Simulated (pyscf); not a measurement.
This saddle point was located with ωB97X-D3(BJ)/def2-SVP in PySCF.

```xyz
6

B      0.3911     0.0501    -0.6066
Cl     2.0036    -0.1700    -1.3813
H      0.5127     0.3527     0.6398
H     -0.4392     0.8240    -0.9992
H     -0.2497    -1.0664    -0.5437
H      0.1263    -0.6593     0.4140
```

Surface: singlet, charge 0. Lowest wavenumbers (cm⁻¹): 1061i, 699, 772, 852, 1027.

Task: What reaction is this the transition state of?

Result: H₂B–Cl + H₂ <-> H₂B–Cl + H₂, a four-centre exchange read from left to right: B–H, H–H broken and B–H, H–H formed. At ωB97M-D3(BJ)/def2-TZVP it lies +13.8 kcal/mol from the left side and +13.8 kcal/mol from the right (each side as separated species at their lowest minima found). At the saddle there is also a short B–H contact that neither side keeps. This is the saddle that the search found; another between the same sides may lie lower.
